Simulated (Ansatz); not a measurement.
# CH5FSi: one structure at several levels

An exercise on one series of results from a longer session: the logs are not shown, and one member is left open.

Method: single points in def2-TZVPP; program: Ansatz 0.2.0, Gaussian basis.

Cores are frozen in the correlated methods.

## The system as given

SMILES `FC[SiH3]`, 8 atoms, charge 0, spin multiplicity 1.

Atoms are counted from 1 here; the program's logs count them from 0.

Bond lengths: F1–C2 1.284 Å, C2–Si3 1.834 Å, C2–H4 1.145 Å, C2–H5 1.064 Å, Si3–H6 1.597 Å, Si3–H7 1.449 Å, Si3–H8 1.614 Å. Angles: F1–C2–Si3 108.2°, F1–C2–H4 103.9°, F1–C2–H5 116.9°, Si3–C2–H4 110.3°, Si3–C2–H5 107.1°, H4–C2–H5 110.4°, C2–Si3–H6 104.5°, C2–Si3–H7 114.2°, C2–Si3–H8 108.2°, H6–Si3–H7 106.0°, H6–Si3–H8 111.5°, H7–Si3–H8 112.0°.

As a file:

```
F    -0.6874   -0.5210   -1.6561
C    -0.4660    0.3614   -0.7505
Si    0.5305   -0.4191    0.5764
H    -1.5109    0.6231   -0.3614
H     0.0487    1.2423   -1.0522
H     0.7050    0.7276    1.6742
H     1.8707   -0.7925    0.1724
H    -0.2989   -1.6753    1.1589
```

The first run:

Input file run/in.yaml:

```yaml
crystal:
  periodic: [false, false, false]
  atoms:
    - {symbol: F, position_ang: [-0.687400, -0.521000, -1.656100]}
    - {symbol: C, position_ang: [-0.466000, 0.361400, -0.750500]}
    - {symbol: Si, position_ang: [0.530500, -0.419100, 0.576400]}
    - {symbol: H, position_ang: [-1.510900, 0.623100, -0.361400]}
    - {symbol: H, position_ang: [0.048700, 1.242300, -1.052200]}
    - {symbol: H, position_ang: [0.705000, 0.727600, 1.674200]}
    - {symbol: H, position_ang: [1.870700, -0.792500, 0.172400]}
    - {symbol: H, position_ang: [-0.298900, -1.675300, 1.158900]}
basis:
  gaussian: {orbitals: def2-TZVPP}
correlation: {method: ccsd_t}
output: {forces: true}
```

No record of the launch command was kept for these runs.

Among the steps run: CCSD(T)/def2-TZVPP; PBE0-D4/def2-TZVPP; wB97M-V/def2-TZVPP; r2SCAN-D4/def2-TZVPP; PBE-D4/def2-TZVPP; B97M-V/def2-TZVPP; r2SCANh-D4/def2-TZVPP.

One table of the session follows, with a row left open; its other results are not shown here.

| method | RMS force component (eV/Å) | angle to CCSD(T) forces (°) | dipole (D) |
| --- | --- | --- | --- |
| CCSD(T) | 1.843 | reference | 0.89 |
| PBE0-D4 | 1.726 | 2.8 | 0.89 |
| wB97M-V | ? | ? | ? |
| r2SCAN-D4 | 1.797 | 1.8 | 0.86 |
| PBE-D4 | 1.812 | 4.7 | 0.83 |
| B97M-V | 1.712 | 2.7 | 0.89 |
| r2SCANh-D4 | 1.767 | 1.9 | 0.88 |

Estimate the missing values for wB97M-V.

As computed: RMS force component (eV/Å): 1.822; angle to CCSD(T) forces (°): 1.4; dipole (D): 0.89. In the column «RMS force component (eV/Å)» it lies between PBE-D4 (1.812) and CCSD(T) (1.843).
